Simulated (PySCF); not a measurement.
B3LYP has the VWN-RPA correlation part, as in Gaussian. Delta-SCF ions had no search for a lower state. Excitations are Tamm–Dancoff values on a coarser integration grid. The basis has no diffuse functions, so Rydberg states are missing or too high.

**CHN, SMILES `C#N` (charge 0, multiplicity 1)**

Method: B3LYP-D3(BJ)/def2-TZVP (PySCF).

```json
{
  "HOMO": "-10.16 eV",
  "dipole_moment": "0.631 e·Å",
  "HOMO–LUMO gap": "10.15 eV",
  "LUMO": "-0.02 eV",
  "S1 excitation (TDA)": "7.93 eV",
  "S1 oscillator strength": "0.000",
  "vertical ionisation energy (Delta-SCF)": "13.73 eV",
  "total_energy": "-93.4657 Ha",
  "cost": "about 14 core-seconds (a rough figure)"
}
```

Bonds (Å): C1–N2 1.146, C1–H3 1.067. Bond angles (°): N2–C1–H3 180.0.
Charge 0, spin multiplicity 1.
